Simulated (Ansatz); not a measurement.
**Structure optimisation: cobalt, hcp**

Theory: DFT, PBEsol, plane waves (420 eV) with PAW, scalar-relativistic (Ansatz). (PAW data from PBE, frozen cores regenerated.)

k-point mesh 14×14×8, Fermi-Dirac smearing 0.05 eV, starting moments 1.70, -1.70 μB. Cell and atoms relax.

Starting structure:

```
Co
1.0
     2.50710    0.00000    0.00000
    -1.25355    2.17121    0.00000
     0.00000    0.00000    4.06860
Co
2
Direct
  0.33333 0.66667 0.25000
  0.66667 0.33333 0.75000
```

The pressure at the start is -13.8 GPa. By how much does the volume change?

From 11.07 to 10.34 Å³ per atom, -6.6 %. The final cell has a = 2.454 Å, c = 3.968 Å (c/a = 1.617).

How much energy does the relaxation gain?

34.2 meV per atom.

Path of the relaxation (the plane waves are chosen anew near the end, which can shift the energy a little):

```
step  E − E(final) (meV/atom)  V (Å³/atom)  P (GPa)  max force (eV/Å)
   0                    34.21       11.074   -13.81             0.000
   1                     6.96       10.668    -6.93             0.000
   2                    -0.47       10.288     1.49             0.000
   3                    -0.66       10.353    -0.12             0.000
   4                    -0.67       10.349     0.00             0.000
   5                     0.00       10.349    -0.09             0.000
   6                    -0.01       10.345     0.00             0.000
   7                     0.00       10.345     0.00             0.000
```

Which magnetic state does it end in?

ferromagnetic, net 1.53 μB per atom; moments 1.60 ×2 μB.
